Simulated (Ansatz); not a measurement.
We consider rock-salt ZrC, described by PBE in Ansatz (plane waves, PAW).

Run with plane-wave cutoff 520 eV, 20×20×20 k mesh, Fermi–Dirac smearing 0.05 eV, scalar-relativistic PAW data made under PBE.

Energies at three volumes about the minimum:

```tsv
V (Å³/atom)	E − E_lowest (meV/atom)
12.790	3.76
13.051	0.00
13.312	3.49
```

Problem. Fit a parabola by hand: where is the minimum, what lattice constant follows, and what is the bulk modulus?

Solution. Slopes: (0.00 − 3.76)/(13.051 − 12.790) = -14.406 and (3.49 − 0.00)/(13.312 − 13.051) = 13.372 meV/Å³. Curvature E″ = 2 × (13.372 − (-14.406))/(13.312 − 12.790) = 106.429 meV/Å⁶. From the middle of the first interval, the slope vanishes at V0 = 12.9205 − (-14.406)/106.429 = 13.056 Å³/atom. B = V0 E″ = 13.056 × 106.429 meV/Å³ × 0.1602 GPa per meV/Å³ = 223 GPa. With 8 atoms in the cube, a = (8 × 13.056)^(1/3) = 4.709 Å. The full Birch–Murnaghan fit to all volumes gives V0 = 13.051 Å³/atom and B0 = 222 GPa.

Measured, for comparison: bulk modulus 223 GPa (temperature not stated, no zero-point or thermal correction, from single-crystal elastic constants, sources range from 208 to 223; as tabulated in arXiv:1102.4063); lattice constant a 4.696 Å (temperature not stated, no zero-point or thermal correction; as tabulated in Zhang et al. (2018), doi:10.1088/1367-2630/aac7f0). Computed less measured: bulk modulus -0.4 % (inside the range of the sources held).

Ansatz is a first-principles code.
